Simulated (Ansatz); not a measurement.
# HO (doublet): the correlation ladder, cc-pVTZ

One table from this session's results is given with a row withheld; the runs are named, their logs left out.

The runs use Ansatz 0.2.0, Gaussian basis; cc-pVTZ, core rule «outside noble gas», up to 1 orbitals frozen.

The runs, in order: UHF; CCSD(T) on ROHF; CCSD(T) on UHF; BCCD(T) on ROHF; CISD; CCSDTQ on ROHF; CASSCF and MRCISD+Q, 7 electrons in 5 orbitals; CASSCF and NEVPT2, 7 electrons in 5 orbitals.

34 further runs of the same task are left out: 34 set aside as unsound or not needed.

## The system

The geometry is an MP2(full)/6-31G* stationary point (not a proven minimum).

2 atoms, charge 0, spin multiplicity 2.

Atoms are counted from 1 here; the program's logs count them from 0.

Bond lengths: O1–H2 0.979 Å.

Geometry (Å):

| atom | x (Å) | y (Å) | z (Å) |
| --- | --- | --- | --- |
| O1 | 0.0000 | 0.0000 | 0.0000 |
| H2 | 0.0000 | 0.0000 | 0.9791 |

The first run:

File in.yaml:

```yaml
crystal:
  periodic: [false, false, false]
  atoms:
    - {symbol: O, position_ang: [0.000000, 0.000000, 0.000000]}
    - {symbol: H, position_ang: [0.000000, 0.000000, 0.979070]}
basis:
  gaussian: {orbitals: cc-pVTZ}
magnetization: {spin_polarized: true, initial_magnetization: 1}
hamiltonian: {xc: hf}
output: {orbitals: {seedname: orbitals}}
```

Started as:

```console
$ ansatz run in.yaml --threads 1 --pin off --events-out ev --progress --plain --max-ram 2764MiB --backend cpu
```

Steps of the session up to this table: UHF; CCSD(T) on ROHF; CCSD(T) on UHF; BCCD(T) on ROHF; CISD; CCSDTQ on ROHF; CASSCF and MRCISD+Q, 7 electrons in 5 orbitals; CASSCF and NEVPT2, 7 electrons in 5 orbitals.

One table of the session follows, with a row left open; its other results are not shown here.

```
          method  from RCCSD(T) (meV)
            ROHF              +6084.4
             UHF              +5953.5
            RMP2               +502.5
            UMP2               +512.8
            CISD                    ?
           RCCSD               +141.2
           UCCSD               +138.4
        RCCSD(T)                    0
        UCCSD(T)                 -1.0
         BCCD(T)                 +0.2
         RCCSDTQ                -12.5
  CASSCF valence              +5398.0
  NEVPT2 valence               +776.3
  MRCISD valence               +245.9
MRCISD+Q valence                +28.6
```

**Question.** Estimate the row for CISD.

As computed: from RCCSD(T) (meV): +313.9. In the column «from RCCSD(T) (meV)» it lies between MRCISD valence (+245.9) and RMP2 (+502.5).

Caveats from the session: Restricted and unrestricted rows rest on different reference determinants; where their highest levels disagree by more than a few hundredths of an eV, they describe different states and don't form one ladder.
